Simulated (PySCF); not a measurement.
# [SiH3]+: core ionisation energies

Species: SiH3 (charge +1).
Numbering: `[SiH3+:1]`

Theory: delta-SCF UKS SCAN, pcX-2 on the ionised atom, pcseg-1 elsewhere, spin-free X2C (PySCF 2.14.0). These are vertical core ionisation energies against the vacuum level, from separate self-consistent calculations with and without the core hole.

Problem. List the computed XPS lines with their assignment.

Solution. 
```json
{"atom(s)": "Si1", "bonded to": "3 H", "level": "Si 1s", "binding energy (eV)": "1857.39", "count": "1"}
```

Problem. Which photon wavelength matches the Si 1s of Si1 threshold?

Solution. λ = hc/E = 12398.42 eV Å / 1857.39 eV = 6.675 Å.

Problem. Give the binding energy of Si 1s of Si1 in hartree and in kJ/mol.

Solution. 1857.39 eV = 68.2578 Eh = 179211 kJ/mol.

Not every level is listed. The species carries charge +1, so core ionisation leaves charge +2. Isolated species at its PBE0-D3(BJ)/def2-SVP geometry, gas phase.

On one thread, x86-64 server, no GPU, on a shared host, this took 2.7 s of wall time.
